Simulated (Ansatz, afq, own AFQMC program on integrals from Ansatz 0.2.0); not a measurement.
## Ru, quintet → Ru⁺, sextet

A free Ru atom.

E(sextet, charge +1) − E(quintet, charge +0) at this geometry, on UHF and UHF determinants.

Basis def2-TZVPP with its core potentials. Only valence electrons are correlated. Integrals, coupled cluster, full CI and functionals: Ansatz 0.2.0; the random walks run on the same integrals in our own AFQMC program. ph-AFQMC/CISD is guided by a CISD state made of CCSD amplitudes; releasing the constraint for a short imaginary time cuts its bias at the price of noise, slowly where states lie close. Free projection: walkers drawn from exp(T), propagated without any constraint. Its projection time is finite, and what remains of the start isn't in its error. Error bars are statistical, one sigma. No spin–orbit coupling. The metal's outer-core s and p shells are frozen, which shifts wave-function levels against functionals. The errors of all members are added in quadrature.

No full CI on the walks' own integrals is used here; CCSDT(Q) serves as the reference and is uncertain by about the last step of the cluster series. Each member takes its own surest rung, up to full CI.

Errors are counted within def2-TZVPP, not against nature.

Cautions: no spin-orbit coupling; outer-core shells of the metal frozen; Ru (quintet): the released energies are still falling, so no released level is given (meV from the phaseless value at times in 1/Eh: -5.3 ± 1.5 at 0.24, -7 ± 4 at 0.50, -9.0 ± 1.5 at 1.00, -12.9 ± 2.2 at 1.50), though the last usable value meets CCSDT(Q) within the noise, its ph-AFQMC/CISD value lies 16.6 ± 1.7 meV above CCSDT(Q); Ru⁺ (sextet): another spin lies lower, the released energies have errors that jump between times, so the bars are unsure, so no released level is given (meV from the phaseless value at times in 1/Eh: 800 ± 803 at 0.24, -4.2 ± 1.0 at 0.50, -5.5 ± 0.8 at 1.00, -5.3 ± 1.0 at 1.50), though the last usable value meets CCSDT(Q) within the noise; this isn't the first ionization.

```json
{"level": "MP2", "vertical ionization energy (eV)": "8.086"}
{"level": "CCSD", "vertical ionization energy (eV)": "7.995"}
```

Question: From these cheaper values, estimate the vertical ionization energy at the reference level in def2-TZVPP.

Answer: 8.088 eV (CCSDT(Q) in def2-TZVPP).

```csv
level,vertical ionization energy (eV),error against CCSDT(Q) (eV)
HF,6.665,-1.423
CCSD(T),8.083,-0.004
CCSDT,8.085,-0.002
ph-AFQMC/HF,8.056 ± 0.020,-0.032 ± 0.020
ph-AFQMC/CISD,8.078 ± 0.002,-0.010 ± 0.002
free AFQMC,8.086 ± 0.003,-0.002 ± 0.003
```

Correlation beyond CCSD(T) adds 0.004 eV. The perturbative (T) step is worth +0.089 eV.

Free projections are given only where their last times agree within the noise and don't stop above the reference; a slow remainder of the start can still hide under it. A walk keeps the symmetry of its determinant, which the program's search chose and which needn't be the lowest solution, so a lower state of the same spin and another symmetry isn't excluded.
